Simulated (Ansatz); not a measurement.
## Relaxing YZr₂

All numbers below come from DFT PBE, scalar-relativistic, plane waves, PAW in Ansatz 0.2.0. Cutoff 420 eV, Γ-centred k mesh, Gaussian smearing, no spin polarisation in the final step.

YZr₂ was placed on the sites of a reported ZnCl2 cell (P4_2/nmc, No. 137), with Y in place of Zn, Zr in place of Cl, at a guessed volume.

```
Y Zr
1.0
     3.54752    0.00000    0.00000
     0.00000    3.54752    0.00000
     0.00000    0.00000   10.23028
Y Zr
2 4
Direct
  0.00000 0.00000 0.00000
  0.50000 0.50000 0.50000
  0.00000 0.50000 0.12500
  0.00000 0.50000 0.62500
  0.50000 0.00000 0.37500
  0.50000 0.00000 0.87500
```

Steps on the 6×6×2 mesh (6 atoms). 11 of 11 steps are shown, and the free energy counts from the last. Trial steps that were taken back and renewals of the plane-wave basis can be among the rows.

```
step  ΔF (meV/atom) V (Å³/atom) P (GPa) largest force component (eV/Å)
   1         2386.1        21.46    37.45                           7.808
   2         1363.4        23.01    13.37                           4.794
   3          809.8        23.02     9.90                           3.285
   4          415.4        23.75     9.29                           1.456
   5          213.2        25.13     6.82                           1.163
   6           45.6        26.74     3.91                           0.606
   7           16.9        29.67    -0.95                           0.390
   8            6.9        29.61    -1.55                           0.141
   9            2.4        28.79     0.02                           0.065
  10            1.9        28.80    -0.08                           0.001
  11            0.0        28.80    -0.02                           0.001
```

A final relaxation ran on a 10×10×4 mesh. The relaxed crystal, P4_2/nmc (No. 137):

```cif
data_structure
_symmetry_space_group_name_H-M 'P4_2/nmc:1'
_symmetry_Int_Tables_number 137
_cell_length_a 3.7821
_cell_length_b 3.7821
_cell_length_c 12.0843
_cell_angle_alpha 90.000
_cell_angle_beta 90.000
_cell_angle_gamma 90.000
_cell_volume 172.86
loop_
_atom_site_label
_atom_site_type_symbol
_atom_site_symmetry_multiplicity
_atom_site_Wyckoff_symbol
_atom_site_fract_x
_atom_site_fract_y
_atom_site_fract_z
_atom_site_occupancy
Y1 Y 2 a 0.00000 0.00000 0.00000 1
Zr1 Zr 4 d 0.00000 0.50000 0.21358 1
```

```
Volume per atom          : 28.81 Å³
Density                  : 5.21 g/cm³
Energy over the elements : 0.68 eV/atom
Gap on the 10×10×4 mesh  : 0 eV (a metal)
```

Formation energies are uncorrected and refer to the elements' standard structures at the same level.

The final run used a 10×10×4 mesh on its 6-atom cell and 0.10 eV smearing. For metals, differences of a few meV/atom aren't resolved.

A structure relaxed within its symmetry needn't be a true minimum.

Cost: 3 runs of about 4.5 core-minutes in all, on Arm Neoverse V1 (shared hosts).